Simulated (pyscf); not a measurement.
6 gas-phase steps of one pattern: hydrogen abstraction on the doublet surface, Ge–H or H–Si broken and H–N formed. Structures and frequencies: ωB97X-D3(BJ)/def2-SVP in PySCF. Electronic energies in eV, from the separated reactants; ΔE‡ at ωB97M-D3(BJ)/def2-TZVP, beside the barrier at PBE/def2-TZVP on the same structures. Rows were drawn at random from the steps of this pattern with a verified saddle, stable references and no exit in the data more than 5 kcal/mol lower.

```tsv
row	step	ΔE‡(PBE)	ΔE‡
1	F–N•–F (SMILES F[N]F) + GeH₄ (SMILES [GeH4]) → F–NH–F (SMILES FNF) + GeH₃• (SMILES [GeH3])	0.50	0.84
2	F–N•–F (SMILES F[N]F) + SiH₄ (SMILES [SiH4]) → F–NH–F (SMILES FNF) + SiH₃• (SMILES [SiH3])	0.67	1.04
3	F–N•–F (SMILES F[N]F) + HO–SiH₃ (SMILES O[SiH3]) → F–NH–F (SMILES FNF) + HO–SiH₂• (SMILES O[SiH2])	0.65	1.02
4	F–N•–F (SMILES F[N]F) + F–SiH₃ (SMILES F[SiH3]) → F–NH–F (SMILES FNF) + F–SiH₂• (SMILES F[SiH2])	0.73	1.12
5	F–N•–F (SMILES F[N]F) + F–SiH₂–F (SMILES F[SiH2]F) → F–NH–F (SMILES FNF) + F–SiH•–F (SMILES F[SiH]F)	0.79	?
6	F–N•–F (SMILES F[N]F) + F–SiH(F)–F (SMILES F[SiH](F)F) -> F–NH–F (SMILES FNF) + F–Si•(F)–F (SMILES F[Si](F)F)	0.92	1.35
```

From a straight line through the complete rows, estimate the missing barrier and say how far the line can be trusted.

Over the 5 complete rows the means are +0.69 (ΔE‡(PBE)) and 1.07 (ΔE‡); least squares gives b = 1.22 and a = 0.23 eV, with residuals of 0.00 eV (root mean square; largest 0.01, row 2). For row 5: 0.23 + 1.22 × (+0.79) = 1.19 eV. The computed barrier is 1.20 eV, 0.01 over the line. The line follows the complete rows closely. Each barrier is that of the saddle found. Elements up to Kr have no core potential and no relativistic terms here.
